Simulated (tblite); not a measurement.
Compound: C₄H₆OS.
SMILES: `S=C1[C@@H](CO1)C`

Calculated harmonic vibrations of the isolated species, GFN2-xTB (tblite), most abundant isotopes, no scaling. Against measured fundamentals such values can be off by several per cent, at times by over 20.

Harmonic wavenumbers (cm⁻¹): 128.2, 170.2, 188.7, 306.4, 379.8, 568.3, 581.0, 811.5, 910.4, 931.5, 1020.5, 1033.3, 1092.5, 1099.3, 1112.8, 1157.9, 1187.6, 1236.1, 1292.1, 1367.1, 1403.1, 1455.8, 1481.2, 1487.0, 2967.3, 2984.8, 2992.2, 3037.9, 3042.3, 3052.4.

A = 4778, B = 2451, C = 1743 MHz; mass 102.014 u (most abundant isotopes); point group C1, symmetry number 1.

Zero-point energy?

Half the sum of the wavenumbers: 20240 cm⁻¹ = 57.87 kcal/mol.

Give the ideal-gas entropy at 350 K and 1 bar in the rigid-rotor, harmonic-oscillator model (classical rotation).

Translation 40.60, rotation 27.63, vibration 14.82: S = 83.1 cal/(mol K).

And Cp and H(350 K) − H(0)?

Cp = 26.55 cal/(mol K), of which vibrations give 18.60 (their classical limit is 30 R = 59.6); H(350 K) − H(0) = 5.78 kcal/mol without the zero-point energy, 3.00 from vibrations.

Blend soft modes into free rotors: weight 1/[1 + (100 cm⁻¹/ν̃)⁴] for the oscillator and the rest for a rotor with moment μB/(μ + B), μ = h/(8π²ν), B = 10⁻⁴⁴ kg m². What vibrational entropy results?

14.65 cal/(mol K) in place of 14.82, which changes −T·S at 350 K by +0.06 kcal/mol.

Which modes carry the vibrational entropy at 350 K?

128.2 cm⁻¹: 3.28; 170.2 cm⁻¹: 2.74; 188.7 cm⁻¹: 2.54; 306.4 cm⁻¹: 1.66; 379.8 cm⁻¹: 1.29; 568.3 cm⁻¹: 0.70 cal/(mol K); the other 24 give 2.61 together.

How do the functions run with temperature in this model?

```tsv
T (K)	S (cal/(mol K))	Cp (cal/(mol K))	H − H(0) (kcal/mol)	G − H(0) (kcal/mol)	ln q(vib)
100	60.7	12.6	0.96	-5.10	0.35
200	71.0	17.7	2.48	-11.72	1.38
300	79.2	23.4	4.53	-19.23	2.54
500	94.0	35.0	10.42	-36.58	5.05
800	113.2	46.4	22.80	-67.75	8.97
1000	124.1	51.2	32.58	-91.50	11.51
```

q(vib) and H(0) count from the zero-point level.

Hindered rotation and anharmonicity are outside this model. The structure is chiral; the term R ln 2 for an equal mix with its mirror image is left out.
